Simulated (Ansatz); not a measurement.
Radical addition

Start structure (C2H4F, doublet), relaxed at PBE0-D4/def2-TZVP:

C1  (0.260, -0.498, 0.290)
C2  (0.055, -0.187, -0.972)
F3  (0.898, 0.586, -1.664)
H4  (-1.097, 1.873, 2.289)
H5  (-0.456, -1.127, 0.802)
H6  (1.127, -0.139, 0.829)
H7  (-0.787, -0.509, -1.574)
(Å)

The step: C₂H₃F (C=CF) + H → C₂H₄F ([CH3][CH][F]); bonds formed: C1–H4. Ansatz 0.2.0; basis: def2-TZVPP and def2-QZVPP; cores frozen in the correlated methods; orbitals are unrestricted. Extrapolation: Hartree–Fock as exp(−7.88 √X), correlation as X^−2.97. Energies below are by CCSD(T) at an estimated basis limit (MP2 extrapolated from triple and quadruple zeta, plus CCSD(T) − MP2 in triple zeta).

Q: What are the electronic barrier and the energy of the step, from the start structure to the end structure? (Judge from chemistry; the value comes from the calculation.)

A: Computed: Barrier 0.094 eV; step energy -1.777 eV (downhill); reverse barrier, their difference, 1.871 eV. Barrier and step energy count from the start structure, the reverse barrier from the end structure.

The saddle point: One imaginary mode of 468i cm⁻¹.
| pair | start (Å) | saddle (Å) | end (Å) |
| --- | --- | --- | --- |
| C1–H4 | 3.38 | 2.15 | 1.10 |

Zero-point energy (harmonic, PBE0-D4): ZPE is 1.211 eV at the start and 1.231 eV at the saddle, so the barrier goes from 0.094 to 0.114 eV.

The T1 diagnostic stays at or below 0.029. ⟨S²⟩ of the unrestricted Hartree–Fock references: 0.75 to 0.89 (a pure state has 0.75). The unrestricted reference is spin-contaminated, which hurts MP2 most.

Labels in which every atom is bracketed show which atoms are joined, not bond orders.

For scale, one of the runs: CCSD(T)/def2-TZVPP, 149 basis functions, launched by `ansatz run in.yaml --threads 2 --pin off --events-out ev --progress --plain --max-ram 4352MiB`. Hardware: 2 CPU threads of an Arm Neoverse V2, shared host. Wall time 70 s; peak host memory 2.4 GiB.
